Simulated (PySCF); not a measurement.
# H3P (PH3): the cost of one run

The runs use PySCF 2.14.0, with density-fitted response routines of our own; the level of theory stands in each step. All values are computed, except where a source is named. Atoms count from 0, in the outputs and in this text.

## Step 1: The starting structure

4 atoms, charge 0, multiplicity 1; geometry from: GFN2-xTB.

Bonds of the start (Å): P0–H1 1.39, P0–H2 1.39, P0–H3 1.39.

## Step 2: NMR shieldings: PW91/aug-pcSseg-1

What the job is given:

```
{"job": {"kind": "nmr", "xc": "PW91", "basis": "aug-pcSseg-1", "pop": false}, "charge": 0, "multiplicity": 1}
P     -0.001477     0.003466     0.570380
H     -0.558658     1.008622    -0.205648
H      1.158342    -0.016325    -0.189555
H     -0.587973    -0.990990    -0.198030
```

Method: GIAO PW91/aug-pcSseg-1 NMR shielding, non-relativistic, gas phase.

Run with:

```console
> OMP_NUM_THREADS=1 python probes_run.py task.json out
```

This one command runs all jobs of the session in turn.

Q: Estimate the wall time of this first job on 1 thread of Intel Xeon at 2.30GHz, shared host.

About 1.1 s.
